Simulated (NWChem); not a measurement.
System: C$_{4}$H$_{4}$S cation, doublet; SMILES of the neutral closed-shell parent c1cccs1

The following NWChem deck was run.

```
start job
memory heap 200 mb stack 900 mb global 1100 mb
charge 1
geometry units angstroms noautosym nocenter noautoz
  C      0.808509    -1.236035     0.000000
  C     -0.560584    -1.379358     0.000000
  C     -1.220840    -0.118859     0.000000
  S     -0.139992     1.215456     0.000000
  C      1.193301     0.134276     0.000000
  H      1.533935    -2.052321     0.000000
  H     -1.101189    -2.328258     0.000000
  H     -2.303006     0.047388     0.000000
  H      2.217618     0.520913     0.000000
end
basis spherical
  C library def2-svp
  S library def2-svp
  H library def2-svp
end
dft
  odft
  mult 2
  xc pbe0
  iterations 150
end
cosmo
  do_cosmo_smd true
  solvent meg
end
task dft energy
```

In the optimisation the excess spin sits in a" (Cs, its own frame). Coordinates come from a PBE0/def2-SVP, spin-unrestricted optimisation. The spin multiplicity was typed, not searched, and may not be the lowest. No stability test was run on the SCF state. Solvent: ethylene glycol.

Level: PBE0/def2-SVP with SMD (1 M gas to 1 M solution), gas-phase geometry. Reactions with the solvent are ignored.

Problem. Predict the main results of this run. (PBE0/def2-SVP, spin-unrestricted, SMD on the gas-phase geometry.) Quantities: solvation free energy (kcal/mol); cavity-dispersion-structure term (kcal/mol).

Solution. 
```json
{
  "solvation free energy (kcal/mol)": "-56.6",
  "cavity-dispersion-structure term (kcal/mol)": "2.2"
}
```
